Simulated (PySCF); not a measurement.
**Checking a proposed structure**

A compound C$_{5}$H$_{6}$ gives the data below (simulated from a calculation) and was assigned the structure `C#CCC=C`.

¹³C{¹H} NMR (computed): δ 92.2 (C), 71.0 (CH), 7.6 (CH2, 2C), -4.6 (CH).

¹H NMR (500 MHz, computed): δ 1.89 (d, J = 3.3 Hz, 1H), 0.96 (m, 1H), 0.66 (m, 2H), 0.66 (m, 2H).

Level of theory: geometry from PBE0-D3(BJ)/def2-SVP, GIAO HF/pcSseg-2 shieldings, J: B3LYP/pcJ-1 (without the spin–dipole term), in PySCF 2.14 (a single conformation, equivalent nuclei averaged, non-relativistic Hamiltonian, no solvent model).

Chemical shifts δ = σref − σ; ¹H and ¹³C vs TMS, all at this level.

(1) Compare with the shifts computed for the proposed structure, pairing carbons in order of shift.

(2) Which isomer fits?

Answers

(1) Structure with atom numbers: `[CH:1]#[C:2][CH2:3][CH:4]=[CH2:5]` (H(Xn): hydrogen on atom n).

```csv
atom,computed for proposal,given list,difference
C4,146.8,92.2,+54.6
C5,124.1,71.0,+53.1
C2,85.3,7.6,+77.7
C1,78.1,7.6,+70.5
C3,22.4,-4.6,+27.0
```

The rms difference is 59.2 ppm and the largest +77.7 ppm at C2 (alkyne carbon). The proposal also would give 5 carbon signals, not 4. The carbon types in order of shift don't match either: CH, CH2, C, CH, CH2 for the proposal against C, CH, CH2, CH2, CH in the data. The proposal doesn't fit.

(2) Cyclopropylacetylene (SMILES C1(C#C)CC1).

Carbon types of the structure: 1 × C, 2 × CH, 2 × CH2, which accounts for all hydrogens. δC 92.2: alkyne carbon; sp carbons lie upfield of alkene carbons because the cylindrical π system leaves one tensor component strongly shielded. δC 71.0: terminal alkyne carbon; sp carbons lie upfield of alkene carbons because the cylindrical π system leaves one tensor component strongly shielded. δC 7.6, -4.6: three-membered-ring carbon; carbons of three-membered rings are unusually shielded. δH 1.89: hydrogen on a terminal alkyne carbon; it lies on the axis of the triple bond, in its shielding cone.

This is the structure that produced the data.

Splittings below 1 Hz are ignored in the labels, and close J values are merged. Couplings among chemically equivalent protons are left out too, so labels in AA′BB′ or AA′XX′ sets are apparent multiplicities. Unscaled 3J(H,H) at this level run about 10 % above measured values. Shifts are as computed, not scaled to solution data. Of 1211 compounds with measured shifts, 218 miss one by over three times the rms of a fit or turn the order of signals round; such compounds aren't used in these exercises.
